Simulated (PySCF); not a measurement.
## Ionisation energy of Ar by level of theory

Ar [Ar] (1S) → Ar⁺ [Ne] 3s2 3p5 (2P), as a difference of total energies. Computed with PySCF 2.14 in aug-cc-pwCVDZ (6s5p3d, 36 functions), with the non-relativistic Hamiltonian (point nucleus). Correlated levels: valence: [Ne] frozen; valence and next inner shell: 1s2 frozen; nothing frozen. The calculations carry no spin-orbit coupling.

```csv
method,ionisation energy (eV),error (eV)
UHF,14.669,-1.150
LDA,16.062,+0.243
PBE,15.786,-0.033
PBE0,15.803,-0.016
r2SCAN,15.878,+0.059
M06-L,15.982,+0.163
r2SCAN0,15.842,+0.023
LC-wPBE,15.879,+0.060
revPBE,15.720,-0.099
MP2 (valence),15.668,-0.151
SCS-MP2 (valence),15.566,-0.253
MP2 (valence and next inner shell),15.679,-0.140
SCS-MP2 (valence and next inner shell),15.573,-0.246
MP2 (all electrons),15.679,-0.140
SCS-MP2 (all electrons),15.573,-0.246
```

Reference: 15.819 eV (measured; NIST levels, between the centres of gravity of the two terms).

Errors of the correlated levels include the incompleteness of this basis and the frozen core.
